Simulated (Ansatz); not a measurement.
A made-up structure of CH3OS (charge -1), closed shell:

```
6
angstrom
C -0.2947 0.3554 -0.2833
S 0.0228 -1.2907 0.4019
O 1.3777 -1.1440 1.1687
H -0.3753 1.1052 0.5149
H 2.2977 -1.3504 1.3965
H -1.2409 0.3141 -0.8372
```

It is relaxed with PBE-D4/def2-SVPD and then PBE0-D4/def2-TZVPD (Ansatz 0.2.0). Atoms count as bonded within 1.22 times the sum of their covalent radii (H–H: 0.88 Å). The end point is not checked to be a true minimum.

Q: Does its bonding change? (Judge from chemistry; the calculation decides.)

A: By the calculation: No: no bond forms or breaks.

Where it ends: The first stage lowers the energy by 2.71 eV in 12 steps. It ends as CH₃OS ([CH2][S][OH]), total charge -1:
```
6
angstrom
C -0.5765 0.2107 -0.0127
S -0.1789 -1.1204 0.8625
O 1.6122 -1.1269 1.4507
H -0.8104 1.1569 0.4791
H 2.0756 -1.4103 0.6573
H -0.3347 0.2796 -1.0754
```

Labels in which every atom is bracketed show which atoms are joined, not bond orders.

For scale, one of the runs: PBE0-D4/def2-TZVPD relaxation, 150 basis functions, launched by `ansatz run in.yaml --threads 2 --pin off --events-out ev --progress --plain --max-ram 4352MiB`. The run took about 28 s on 2 CPU threads of an Arm Neoverse V2 (shared host).
